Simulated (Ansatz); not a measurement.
An input meant for Al(H2O)H3 (AlOH₅) (charge 0, singlet; atoms displaced at random, 0.15 Å in each coordinate).

```yaml
crystal:
  periodic: [false, false, false]
  atoms:
    - {symbol: Al, position_ang: [0.427422, 0.018531, -0.702262]}
    - {symbol: O, position_ang: [0.344268, 0.216787, 1.268913]}
    - {symbol: H, position_ang: [-0.712137, -0.517420, 1.506955]}
    - {symbol: H, position_ang: [-0.128554, 0.872351, 1.370426]}
    - {symbol: H, position_ang: [1.729799, -0.223480, -1.246616]}
    - {symbol: H, position_ang: [-0.449608, 1.466609, -1.044787]}
    - {symbol: H, position_ang: [-1.010648, -1.341656, -0.928522]}
basis:
  gaussian: {orbitals: def2-TZVP}
hamiltonian: {xc: {name: M06-2X}, dispersion: d4}
scf: {omitted_lower_state_checks: [starts]}
```

```sh
$ ansatz run in.yaml --threads 4 --pin off --events-out ev --progress --plain --max-ram 3916MiB
```

Shortened log:

```
Error: YAML parse error: error: line 13 column 19: hamiltonian.xc: no functional is named "M06-2X"; the names, which are not case-sensitive, are SVWN5, SPW92, PBE, PBE0, PBEsol, revPBE, revPBE0, RPBE, rPW86-PBE, HSE06, wPBEh, LC-wPBE, HISS, HF, BLYP, B3LYP, B3LYP5, BHLYP, CAM-B3LYP, r2SCAN, r2SCANh, r2SCAN0, r2SCAN50, m-r2SCAN, B97, wB97, wB97X, wB97X-V, B97M-V, wB97M-V, B2PLYP, B2GP-PLYP, PBE0-DH, PBE-QIDH
11 | basis:
12 |   gaussian: {orbitals: def2-TZVP}
13 | hamiltonian: {xc: {name: M06-2X}, dispersion: d4}
14 | scf: {omitted_lower_state_checks: [starts]}
```

In this input the method's name isn't one that the program takes here. The input was rejected before any iteration.
